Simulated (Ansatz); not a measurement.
The input, for Ansatz 0.2.0:

```yaml
crystal:
  periodic: [false, false, false]
  atoms:
    - {symbol: P, position_ang: [0.000000, 0.065105, 2.244649]}
    - {symbol: Na, position_ang: [0.000000, -0.021149, -3.330227]}
    - {symbol: H, position_ang: [0.000000, 0.530949, 4.351136]}
    - {symbol: H, position_ang: [0.000000, -2.049222, 2.629359]}
basis:
  gaussian: {orbitals: 6-31G}
magnetization: {spin_polarized: false, initial_magnetization: 2}
correlation: {method: sc_nevpt2, electrons: outside_noble_gas, active_space: {window: {electrons: 4, orbitals: 4}}}
```

```sh
$ ansatz run in.yaml --threads 1 --pin off --events-out ev --progress --plain --max-ram 2393MiB
```

Log:

```
336 factors; integrals over basis functions are off by at most 2.6e-4 eV
mean field evaluation 1: about -13700.6014 eV, gradient 4.1e0 eV
mean field evaluation 2: about -13700.6012 eV, gradient 4.1e0 eV
mean field evaluation 4: about -13700.9376 eV, gradient 5.1e-1 eV
mean field evaluation 8: about -13700.9402 eV, gradient 3.3e-4 eV
mean field -13700.94021195 eV, -503.5002659585 hartree, gradient 1.6e-6 eV, S^2 2.000000; 0 other end points of the search recorded, 0 dependent functions left out
reference -13700.94021195 eV, -503.5002659585 hartree; 15, 13 occupied and 15, 17 virtual orbitals, 336 factors
state -13702.23264027 eV, -503.5477618232 hartree
state -13702.23264027 eV, -503.5477618232 hartree; corrected -13703.46939278 eV, -503.5932116396 hartree
state -13702.22250849 eV, -503.5473894871 hartree
state -13702.22250849 eV, -503.5473894871 hartree; corrected -13703.46419050 eV, -503.5930204591 hartree
state -13702.23264027 eV, -503.5477618232 hartree; corrected -13703.46939278 eV, -503.5932116396 hartree
Total energy: -13703.46939278 eV, -503.5932116396 hartree
```

For the same geometry and basis full CI lies 742.7 meV lower.

Ran on 1 thread of AMD EPYC 9B45, shared host: 0.24 s wall, 0.18 GiB peak host memory.
